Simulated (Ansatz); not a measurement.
Ansatz (a program for electronic structure) input (PBE0/pcseg-0): A basis named .json is the Basis Set Exchange file of that set (core-valence sets with the plain set on hydrogen).

Ansatz 0.2 input:
```yaml
crystal:
  periodic: [false, false, false]
  atoms:
    - {symbol: O, position_ang: [-0.00243054, 0.00011527, 0.11558805]}
    - {symbol: H, position_ang: [0.00282272, 0.82504889, -0.46332048]}
    - {symbol: H, position_ang: [0.01662162, -0.82597103, -0.46138388]}
basis:
  gaussian:
    orbitals: pcseg-0.json
hamiltonian:
  xc: {name: PBE0}
total_charge: 1
magnetization: {spin_polarized: true, initial_magnetization: 1}
```

Output:

```
Functional definition: PBE0
integrals: 0.00 GiB planned
147 factors; integrals over basis functions are off by at most 4.2e-4 eV
mean field: 0.05 GiB planned
mean field evaluation 1: about -2053.2482 eV, gradient 4.1e1 eV
mean field evaluation 2: about -2053.2171 eV, gradient 4.0e1 eV
mean field evaluation 4: about -2058.6395 eV, gradient 1.1e-1 eV
mean field evaluation 8: about -2058.6376 eV, gradient 2.6e-4 eV
mean field -2058.63756019 eV, -75.6535349423 hartree, gradient 3.1e-5 eV, S^2 0.751959; 0 other end points of the search recorded, 0 dependent functions left out
reference -2058.63756955 eV, -75.6535352862 hartree; 5, 4 occupied and 8, 9 virtual orbitals, 147 factors
Total energy: -2058.63756955 eV, -75.6535352862 hartree
```
